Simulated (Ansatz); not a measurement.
Basis-set extrapolation for ClF (PBE0-D4/def2-TZVP geometry, frozen core, Ansatz 0.2.0). Multiplicity 1, RHF reference.

```csv
,cc-pV(T+d)Z,cc-pV(Q+d)Z
HF,-558.903103,-558.916690
MP2 correlation,-0.445036,-0.488585
CCSD(T) correlation,-0.479809,-0.523347
```

Energies in hartree. Use E(X) = E(∞) + A·exp(−5.46·√X) for Hartree–Fock and E(X) = E(∞) + B·X^(−3.05) for correlation, with X = 3 and 4.

Q: What is the CCSD(T) energy at the basis-set limit?

A: HF limit: -558.916690 + (-0.013587) × 0.30130 = -558.92078. Correlation limit: -0.523347 + (-0.043538) × 0.71189 = -0.55434. Total: -559.47512 hartree, 57.9 kcal/mol below CCSD(T)/cc-pV(T+d)Z.
